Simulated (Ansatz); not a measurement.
# H₂O (singlet): from Hartree-Fock to the top rungs at angle H2–O1–H3 = 123.7°, 6-31G

The task here is to estimate one member of a computed series from the others.

Computed with Ansatz 0.2.0, Gaussian basis. Level: 6-31G, core rule «outside noble gas», up to 1 orbitals frozen.

The runs, in order: UHF; CCSD(T) on RHF; BCCD(T) on RHF; CISD; CCSDT(Q) on RHF; CCSDTQ on RHF; CASSCF and MRCISD+Q, 2 electrons in 2 orbitals; CASSCF and NEVPT2, 2 electrons in 2 orbitals; CASSCF and MRCISD+Q, 8 electrons in 6 orbitals; CASSCF and NEVPT2, 8 electrons in 6 orbitals; Full CI.

9 further runs of the same task are left out: 1 for a mislabelled method, 4 that didn't finish, 4 set aside as unsound or not needed.

**The geometry**

The geometry derives from a PBE0/def2-TZVP stationary point (not a proven minimum). One angle is set to the value named; bond lengths are kept.

3 atoms, charge 0, spin multiplicity 1.

Atoms are counted from 1 here; the program's logs count them from 0.

Bond lengths: O1–H2 0.960 Å, O1–H3 0.960 Å. Angles: H2–O1–H3 123.7°.

Set-up of the first run:

The input, in.yaml:

```yaml
crystal:
  periodic: [false, false, false]
  atoms:
    - {symbol: O, position_ang: [0.000000, -0.050655, 0.000000]}
    - {symbol: H, position_ang: [0.000000, 0.402033, -0.846032]}
    - {symbol: H, position_ang: [0.000000, 0.402033, 0.846032]}
basis:
  gaussian: {orbitals: 6-31G}
magnetization: {spin_polarized: true, initial_magnetization: 0}
hamiltonian: {xc: hf}
output: {orbitals: {seedname: orbitals}}
```

Command:

```bash
ansatz run in.yaml --threads 1 --pin off --events-out ev --progress --plain --max-ram 2393MiB
```

Among the steps run: UHF; CCSD(T) on RHF; BCCD(T) on RHF; CISD; CCSDT(Q) on RHF; CCSDTQ on RHF; CASSCF and MRCISD+Q, 2 electrons in 2 orbitals; CASSCF and NEVPT2, 2 electrons in 2 orbitals; CASSCF and MRCISD+Q, 8 electrons in 6 orbitals; CASSCF and NEVPT2, 8 electrons in 6 orbitals; Full CI.

One of the session's tables, all rows but one given; the rest of the session is left out.

| method | from FCI (kJ/mol) |
| --- | --- |
| RHF | +354.6 |
| RMP2 | +20.9 |
| CISD | +17.5 |
| RCCSD | ? |
| RCCSD(T) | +1.4 |
| BCCD(T) | +1.4 |
| RCCSDT | +1.1 |
| RCCSDT(Q) | 0.0 |
| RCCSDTQ | 0.0 |
| CASSCF pair | +299.4 |
| NEVPT2 pair | +13.5 |
| MRCISD pair | +13.0 |
| MRCISD+Q pair | +3.4 |
| CASSCF valence | +217.6 |
| NEVPT2 valence | +27.4 |
| MRCISD valence | +7.3 |
| MRCISD+Q valence | +2.2 |
| FCI | 0 |

**Question.** Estimate the row for RCCSD.

The run gave: from FCI (kJ/mol): +3.9. In the column «from FCI (kJ/mol)» it lies between MRCISD+Q pair (+3.4) and MRCISD valence (+7.3).
